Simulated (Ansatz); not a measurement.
Input file:

```yaml
crystal:
  periodic: [false, false, false]
  atoms:
    - {symbol: Ge, position_ang: [0.000000, -0.446640, 1.182358]}
    - {symbol: Ge, position_ang: [0.000000, -0.446640, -1.182358]}
    - {symbol: H, position_ang: [0.000000, 0.893279, 0.000000]}
basis:
  gaussian: {orbitals: cc-pVTZ}
magnetization: {spin_polarized: false, initial_magnetization: 3}
correlation: {method: sc_nevpt2, electrons: outside_noble_gas, active_space: {window: {electrons: 9, orbitals: 9}, shells: [{species: Ge, l: s, shell: 4}, {species: Ge, l: p, shell: 4}, {species: H, l: s, shell: 1}]}}
```

```sh
$ ansatz run in.yaml --threads 1 --pin off --events-out ev --progress --plain --max-ram 4096MiB --backend cpu
```

(1) Roughly how long does this take on 1 thread of AMD EPYC 7R13, shared host, and how much host memory?

```
1156 factors; integrals over basis functions are off by at most 2.0e-7 eV
mean field evaluation 1: about -112961.6535 eV, gradient 6.2e0 eV
mean field evaluation 2: about -112961.6571 eV, gradient 6.2e0 eV
mean field evaluation 4: about -112962.0916 eV, gradient 1.3e0 eV
mean field evaluation 8: about -112962.1239 eV, gradient 3.3e-3 eV
mean field evaluation 16: about -112962.3809 eV, gradient 1.1e0 eV
mean field evaluation 32: about -112962.1239 eV, gradient 8.6e-6 eV
mean field -112962.63371132 eV, -4151.3002200679 hartree, gradient 9.1e-7 eV, S^2 3.750000; 6 other end points of the search recorded, 0 dependent functions left out
reference -112962.63371132 eV, -4151.3002200679 hartree; 34, 31 occupied and 66, 69 virtual orbitals, 1156 factors
state -112964.11033758 eV, -4151.3544850819 hartree
state -112964.11033758 eV, -4151.3544850819 hartree; corrected -112967.27317316 eV, -4151.4707171456 hartree
Total energy: -112967.27317316 eV, -4151.4707171456 hartree
Checks for a lower state left out: starts, orbital_swaps
```

Natural occupations: 1.9862 1.9577 1.9406 1.0049 1.0030 0.9960 0.0502 0.0354 0.0260.

Answers

(1) 16 s wall and 0.34 GiB.
